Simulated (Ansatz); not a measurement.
Process, species as SMILES: C(=C)F + 3 [H][H] (H2) → 2 C (CH4) + F (HF)
B3LYP-D3(BJ)/def2-TZVP geometries, fixed; electronic energies without zero-point terms.
Largest species:
```
C
C 1 1.3174
F 1 1.3475 2 122.16
H 2 1.0798 1 119.40 3 180.00
H 2 1.0810 4 119.01 1 180.00
H 1 1.0823 2 126.09 4 0.00
```

Basis-set convergence of the energy of full hydrogenation at B2PLYP with Ansatz (a quantum-chemistry and plane-wave program). All functions are spherical. Cores are frozen. No added dispersion term, no relativity. Functions are those of the species that has most. Reference: the value in aug-pcseg-3, -79.88 kcal/mol, itself unsure by roughly 0.09 kcal/mol (its mean distance from aug-cc-pVQZ, def2-QZVPPD, pcseg-3). Deviations are taken from unrounded values. Cost is core time over that of jun-cc-pV(T+d)Z, rough, on shared machines of one kind; a dash marks a row that isn't timed (too short, read off another run, short of memory, by another algorithm or on other hardware).

```json
[
 {"basis": "pcseg-0", "functions": "33", "cost": "-"},
 {"basis": "pcseg-1", "functions": "57", "cost": "-"},
 {"basis": "aug-cc-pVDZ", "functions": "96", "cost": "0.6×"},
 {"basis": "aug-pcseg-1", "functions": "96", "cost": "0.7×"},
 {"basis": "pcseg-2", "functions": "132", "cost": "0.9×"},
 {"basis": "jun-cc-pV(T+d)Z", "functions": "159", "cost": "1×"},
 {"basis": "aug-cc-pVTZ", "functions": "207", "cost": "2×"},
 {"basis": "aug-pcseg-2", "functions": "207", "cost": "2×"},
 {"basis": "pcseg-3", "functions": "279", "cost": "4×"},
 {"basis": "aug-cc-pVQZ", "functions": "378", "cost": "9×"},
 {"basis": "aug-pcseg-3", "functions": "402", "cost": "10×"}
]
```

Question: Which is the smallest set listed that can be trusted to 4 kcal/mol here, that is, within that of the reference together with its larger relatives (same family, alike in diffuse functions; a set with none to test it counts only in the reference's own line)?

Answer: The smallest set listed that lies within 4 kcal/mol of the reference with all its larger relatives (same family, alike in diffuse functions; a set with none counts only in the reference's own line) is pcseg-1 (57 functions, 1.62 kcal/mol off). Value minus reference: pcseg-0 11.48, pcseg-1 1.62, aug-cc-pVDZ -3.43, aug-pcseg-1 -1.00, pcseg-2 -0.31, jun-cc-pV(T+d)Z -0.32, aug-cc-pVTZ -0.13, aug-pcseg-2 -0.22, pcseg-3 -0.13, aug-cc-pVQZ 0.07, aug-pcseg-3 0.00 kcal/mol.
